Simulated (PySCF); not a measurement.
# Which functional comes closest?

Molecule: `P#CC`, C$_{2}$H$_{3}$P.

Atoms are numbered as in `[CH3:1][C:2]#[P:3]`. Hydrogens are named by the atom that carries them.

Geometry PBE0-D3(BJ)/def2-SVP throughout; GIAO in PySCF, gas phase, one conformer, non-relativistic; equivalent atoms averaged; basis pcSseg-2.

Reference values (measured; solution, CHCl3; Yu. Yu. Rusakov, I. L. Rusakova, Phys. Chem. Chem. Phys. 2023, supporting information (pecS-n basis sets for 31P)): δ(P3) = -61.0 ppm vs 85 % H3PO4. Computed shifts are taken against H3PO4, calculated as an isolated molecule at each level.

**Question.** How do the functionals WP04, B97-2, BHandHLYP, CAM-B3LYP, wB97X-D, LC-wPBE perform against the reference? Times are CPU seconds on 1 thread of an Arm Neoverse V1, shared host.

**Answer.** 
```tsv
functional	kind	P3	abs. error P	core-s
WP04	global hybrid	-52.8	8.2	5.5
B97-2	global hybrid	-52.1	8.9	5.1
BHandHLYP	global hybrid	-33.3	27.7	5.2
CAM-B3LYP	range-separated hybrid	-39.1	21.9	7.1
wB97X-D	range-separated hybrid	-46.9	14.1	6.9
LC-wPBE	range-separated hybrid	-17.2	43.8	10
```

For ³¹P the closest is WP04 (8.2 ppm) and the furthest LC-wPBE (43.8 ppm). One molecule is a small sample, and vibrational and solvent effects are absent from the calculation.
